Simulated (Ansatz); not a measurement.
**Appearance energy of a fragment ion: C2H3O → CO+ + CH3 + e⁻**

Species: C2H3O (acetyl radical) `C[C]=O`, doublet; CO+, doublet; CH3 (methyl radical) `[CH3]`, doublet. 

Shapes, held fixed at every level: PBE0-D4/def2-TZVP. Programs: Ansatz 0.2.0. Electronic energies: no zero-point or thermal term.

```tsv
level	kind	ΔE (eV)	CPU time (sum over the molecules)
SPW92/def2-TZVPP	LDA	+15.76	2.5 s
r2SCAN-D4/def2-TZVPP	meta-GGA	+14.71	8.4 s
B3LYP-D4/def2-TZVPP	global hybrid	+14.96	7.5 s
BHLYP-D4/def2-TZVPP	global hybrid	+14.79	5.6 s
PBE0-D4/def2-TZVPP	global hybrid	+14.97	4.8 s
r2SCAN0-D4/def2-TZVPP	global hybrid	+14.76	9.4 s
wB97M-V/def2-TZVPP	range-separated hybrid	+14.88	17 s
B2PLYP/def2-TZVPP	double hybrid	+14.66	8.5 s
```

B2PLYP/def2-TZVPP gives ΔE = +14.66 eV; the levels span +14.66 to +15.76. The median of the levels is +14.84. No measured value is set beside it here. Spin contamination: CO+ (⟨S²⟩ up to 0.95). Open shells run unrestricted unless RO is named. The onset seen in experiment also holds zero-point changes and kinetic shifts. Times are processor times on shared x86 and Arm servers, and rough.
